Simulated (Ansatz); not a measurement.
The first iterations of a band of CH5B + FH (9 atoms, charge 0, multiplicity 1).

These are results of RKS PBE0-D4/def2-SVP in Ansatz 0.2.0, not measurements.

```json
{"movable images": "2", "climbing image": "no", "spring": "5.0 eV/Å²", "optimiser": "quadratic models (default)", "start path": "through a guess of the saddle point", "force threshold": "0.05 eV/Å", "iteration limit": "60", "end points": "relaxed"}
```

Image 0:

```xyz
9
Properties=species:S:1:pos:R:3
B 0.008 0.015 0.286
C 0.033 0.207 1.851
H -0.904 -0.044 2.376
H 0.888 -0.259 2.368
H 0.163 1.297 1.994
H 1.054 0.016 -0.323
H -1.011 0.256 -0.322
F -0.235 -2.022 0.307
H -0.352 -2.082 1.225
```

Image 3:

```xyz
9
Properties=species:S:1:pos:R:3
B -0.060 -0.445 -0.731
C -0.019 -0.130 2.537
H -0.930 0.072 3.115
H 0.845 -0.176 3.212
H 0.134 0.680 1.810
H 1.067 -0.012 -0.794
H -1.057 0.238 -0.760
F -0.212 -1.752 -0.647
H -0.124 -1.092 2.018
```

| iteration | highest image above the first end (eV) | largest band force component (eV/Å) |
| --- | --- | --- |
| 1 | 2.113 | 6.544 |
| 2 | 0.697 | 3.194 |
| 3 | 0.624 | 2.435 |
| 4 | 0.433 | 0.663 |
| 5 | 0.364 | 0.591 |
| 6 | 0.317 | 1.248 |

Task: Does the band converge within its limit, and where does its top end?

Result: The forces met the threshold. It ended after 19 iterations with the highest image 0.046 eV above the first end. Neighbouring images differ by up to 1.5 eV, so the band resolves the path poorly. No image climbed, so the highest image needn't sit at the top of the path. A band with more images between the same ends climbed to 0.49 eV, so this one has probably stepped over the top. So few images can step over the top or miss a turn of the path. The orbitals stay closed-shell, which can raise the energy where a bond breaks towards radicals; this wasn't checked here.

The run took 41 s on 2 threads of Arm Neoverse V1 (shared host), peak memory 0.13 GiB.
